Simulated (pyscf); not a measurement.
Homolytic dissociation enthalpies at 298 K of Cl–Ge, Cl–Si, F–Ge, F–Si, F–Sn, I–Si bonds in 8 gas-phase molecules, in kcal/mol. Optimised with ωB97X-D3(BJ)/def2-SVP in PySCF. Both columns use the same structures and thermal terms. Rows were drawn at random from the closed-shell molecules with such a bond whose radicals are computed, keep their shape and have no isomer in the data more than 5 kcal/mol lower.

```csv
row,molecule,radicals,B3LYP-D3(BJ)/def2-TZVP,ωB97M-D3(BJ)/def2-TZVP
1,Cl–Ge(Cl)(Cl)–GeH₃,Cl• + Cl–Ge•(Cl)–GeH₃,87.5,91.2
2,H₂N–GeH(Cl)–Cl,H₂N–GeH•–Cl + Cl•,91.8,96.1
3,I–Si(I)(I)–I,I• + I–Si•(I)–I,66.9,67.9
4,H₃Si–Si(SiH₃)(Cl)–SiH₂–Cl,H₃Si–Si•(SiH₃)–SiH₂–Cl + Cl•,98.0,?
5,HO–Ge(OH)(OH)–Cl,HO–Ge•(OH)–OH + Cl•,93.7,98.2
6,F–Si(SiH₃)(SiH₃)–SiH₃,F• + H₃Si–Si•(SiH₃)–SiH₃,134.4,136.3
7,F–SnH₂–SnH₃,F• + •H₂Sn–SnH₃,112.1,112.7
8,F–GeH₂–Ge(F)(F)–F,F• + F–Ge(F)(F)–GeH₂•,118.2,118.8
```

Problem. Fit a line that carries the B3LYP-D3(BJ) values to the last column and predict row 4.

Solution. In the 7 complete rows the last column lies 0.6 to 4.5 kcal/mol from B3LYP-D3(BJ) (mean 2.4, median 1.9). Least squares gives y = 4.4 + 0.98·x with residuals of 1.5 kcal/mol (root mean square). For row 4: 4.4 + 0.98 × 98.0 = 100.4 kcal/mol. The computed value is 101.2 kcal/mol, 0.8 over the line. Left out: the spin-orbit lowering of Cl, F, I, which is large for Br, Se, Te and I. Elements up to Kr have no core potential and no relativistic terms here. Elements past Kr carry the def2 core potentials, without spin-orbit coupling.
